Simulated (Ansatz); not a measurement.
Saddle point of SiN2H8, singlet (SiN₂H₆ ([NH2][SiH2][NH2]) + H₂ → SiNH₅ ([NH2][SiH3]) + NH₃; bonds formed: Si1–H7, N2–H6; bonds broken: Si1–N2, H6–H7), PBE0-D4/def2-TZVP structure:

```xyz
11
angstrom
Si -0.2588 -0.5319 0.2047
N 1.3474 -0.0231 -0.6070
H -0.7444 -1.5015 -0.8495
H 0.0954 -1.4496 1.3178
N -1.5401 0.5858 0.0965
H 1.2852 0.6092 0.4207
H 0.5417 0.7767 1.2863
H 2.0552 -0.7325 -0.7605
H 1.2317 0.5498 -1.4346
H -1.6283 1.3661 0.7237
H -2.3850 0.3512 -0.3982
```

Energies are electronic, without zero-point energy. Barriers and step energies count from the start structure reached by relaxing down the imaginary mode; all methods use the PBE0-D4 structures, on which another method's saddle can fall below an end. Computed with Ansatz 0.2.0 (basis: def2-TZVPP, with def2-QZVPP for the basis limit); correlated methods freeze the cores. B3LYP uses VWN-RPA correlation. Extrapolation: Hartree–Fock as exp(−7.88 √X), correlation as X^−2.97.

```json
{"method": "SPW92", "barrier (kcal/mol)": "?", "step energy (kcal/mol)": "7.24"}
{"method": "PBE-D4", "barrier (kcal/mol)": "38.39", "step energy (kcal/mol)": "7.51"}
{"method": "BLYP-D4", "barrier (kcal/mol)": "43.99", "step energy (kcal/mol)": "8.74"}
{"method": "r2SCAN-D4", "barrier (kcal/mol)": "?", "step energy (kcal/mol)": "9.02"}
{"method": "B97M-V", "barrier (kcal/mol)": "42.40", "step energy (kcal/mol)": "7.93"}
{"method": "PBE0-D4", "barrier (kcal/mol)": "41.24", "step energy (kcal/mol)": "7.56"}
{"method": "B3LYP-D4", "barrier (kcal/mol)": "45.78", "step energy (kcal/mol)": "8.60"}
{"method": "r2SCAN0-D4", "barrier (kcal/mol)": "43.72", "step energy (kcal/mol)": "8.72"}
{"method": "BHLYP-D4", "barrier (kcal/mol)": "49.32", "step energy (kcal/mol)": "8.49"}
{"method": "CAM-B3LYP-D4", "barrier (kcal/mol)": "46.28", "step energy (kcal/mol)": "8.65"}
{"method": "wB97X-V", "barrier (kcal/mol)": "46.01", "step energy (kcal/mol)": "8.03"}
{"method": "wB97M-V", "barrier (kcal/mol)": "45.37", "step energy (kcal/mol)": "8.17"}
{"method": "B2PLYP", "barrier (kcal/mol)": "?", "step energy (kcal/mol)": "8.48"}
{"method": "PBE-QIDH", "barrier (kcal/mol)": "44.72", "step energy (kcal/mol)": "8.18"}
{"method": "RPA on PBE", "barrier (kcal/mol)": "47.32", "step energy (kcal/mol)": "7.12"}
{"method": "HF", "barrier (kcal/mol)": "59.52", "step energy (kcal/mol)": "7.77"}
{"method": "MP2", "barrier (kcal/mol)": "47.40", "step energy (kcal/mol)": "9.48"}
{"method": "CCSD", "barrier (kcal/mol)": "48.97", "step energy (kcal/mol)": "7.65"}
{"method": "CCSD(T)", "barrier (kcal/mol)": "47.23", "step energy (kcal/mol)": "7.92"}
```

(1) Fill in the withheld barriers. (An estimate is asked for; the value comes from the calculation.)

The T1 diagnostic stays at or below 0.011.

Results:

(1) By the calculation: B2PLYP 47.48; r2SCAN-D4 42.00; SPW92 30.12 kcal/mol. Each is the energy of the saddle less that of the start structure, by the same method.

For comparison, the barrier by CCSD(T) at an estimated basis limit (MP2 extrapolated from triple and quadruple zeta, plus CCSD(T) − MP2 in triple zeta) is 47.59 kcal/mol.

Labels in which every atom is bracketed show which atoms are joined, not bond orders.

For scale, one of the runs: CCSD(T)/def2-TZVPP, 216 basis functions (an equivalent command: `ansatz run in.yaml --threads 4`). Time: 35 s of wall clock on 4 CPU threads; the host was shared. Peak host memory: 3.1 GiB.
